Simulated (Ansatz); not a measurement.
Reaction (formal loss of a carbene): `CC(C)=CF` → `C/C=C\F` + `[CH2]` (triplet)

Calculated with Ansatz (gas phase, PBE0-D4/def2-TZVP geometries, no zero-point term in ΔE). CBS: MP2 limit from def2 TZ/QZ plus the TZ coupled-cluster correction, frozen cores. This one scheme is used for every species. Functionals use def2-TZVPP. Triplets are unrestricted, without spin–orbit coupling.

`CC(C)=CF`:

Z-matrix (Å, degrees):
```
C
C 1 1.492
H 1 1.095 2 110.5
H 1 1.089 2 112.0 3 -121.0
H 1 1.095 2 110.5 3 117.9
C 2 1.494 1 117.7 3 -59.0
C 2 1.323 1 122.7 3 121.0
H 6 1.091 2 112.0 1 180.0
H 6 1.095 2 110.8 1 -59.2
H 6 1.095 2 110.8 1 59.2
F 7 1.344 2 122.6 1 0.0
H 7 1.084 2 125.2 1 -180.0
```

`C/C=C\F`:

```xyz
9

C    -0.803   -0.389    0.714
C     0.091   -0.296   -0.473
C     0.990    0.646   -0.688
F     1.197    1.654    0.173
H    -1.855   -0.370    0.412
H    -0.644   -1.329    1.250
H    -0.632    0.434    1.407
H     0.016   -1.058   -1.242
H     1.639    0.708   -1.553
```

`[CH2]` (triplet):

```xyz
3

C    -0.166   -0.030    0.218
H     0.125   -0.975   -0.213
H     0.041    1.005   -0.005
```

```
             level  ΔE (kJ/mol)
           PBE0-D4        445.4
           ωB97M-V        449.3
               PBE        446.8
              PBE0        439.6
     HF/def2-TZVPP        297.1
SCS-MP2/def2-TZVPP        449.6
CCSD(T)/def2-TZVPP        436.2
     HF/def2-QZVPP        297.2
```

(1) What does CCSD(T)/CBS give? (Best estimate.)

Largest T1 diagnostic among the species: 0.011.

Answers

(1) Ansatz gave: +447.2 kJ/mol. The listed levels differ from it by -1.8, 2.1, -0.4, -7.6, -150.1, 2.4, -11.0, -150.0 kJ/mol.

In def2-TZVPP, CCSD(T) changes the Hartree–Fock value by +139.2 kJ/mol (the triples alone add +11.7 kJ/mol) and MP2 by +153.5 kJ/mol. The D4 term adds +10.8 kJ/mol with B3LYP and +5.9 kJ/mol with PBE0; it sums over pairs of atoms, weighted by their polarisabilities, and B3LYP, whose exchange is more repulsive, gets the larger term. From PBE to PBE0 (25 % exact exchange), in def2-TZVPP and without D4, ΔE moves by −7.2 kJ/mol.

B3LYP here is the variant with VWN-RPA as its local correlation; programs differ in this.
